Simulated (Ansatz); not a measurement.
Start from `P[SiH2]Cl` and change one atom or group to get `[SiH3]Cl`.

Ansatz, PBE0-D4/def2-TZVP geometries, multiplicity 1. Each molecule was computed in one conformer, which needn't be the lowest.

```tsv
property	`P[SiH2]Cl`
ideal-gas entropy at 298 K and 1 bar (rigid rotor, harmonic PBE0-D4/def2-TZVP) / J/(mol·K)	314
size of the dipole moment (PBE/def2-TZVPP) / D	1.50
HOMO energy (ωB97M-V/def2-TZVPP) / eV	-9.97
zero-point energy (PBE0-D4/def2-TZVP) / kJ/mol	95.5
HOMO–LUMO gap (B3LYP/def2-TZVPP) / eV	7.33
LUMO energy (PBE0/def2-TZVPP) / eV	-0.15
```

Task: Give the same properties after the change, and the shifts. (An estimate is asked.)

Result: The calculation gave: 
| property | `[SiH3]Cl` | shift |
| --- | --- | --- |
| ideal-gas entropy at 298 K and 1 bar (rigid rotor, harmonic PBE0-D4/def2-TZVP) / J/(mol·K) | 251 | -63 |
| size of the dipole moment (PBE/def2-TZVPP) / D | 1.16 | -0.34 |
| HOMO energy (ωB97M-V/def2-TZVPP) / eV | -11.27 | -1.30 |
| zero-point energy (PBE0-D4/def2-TZVP) / kJ/mol | 68.6 | -26.9 |
| HOMO–LUMO gap (B3LYP/def2-TZVPP) / eV | 8.47 | 1.14 |
| LUMO energy (PBE0/def2-TZVPP) / eV | -0.09 | 0.06 |

With PBE0 the HOMO falls by 1.15 eV and the LUMO rises by 0.06 eV, so the gap widens by about 1.21 eV. PBE moves the HOMO by -0.90 eV and ωB97M-V by -1.30 eV. The zero-point energy changes by -26.9 kJ/mol with -6 modes. Dipoles are sizes alone; their direction can turn.

B3LYP here is the variant with VWN-RPA as its local correlation; programs differ in this.
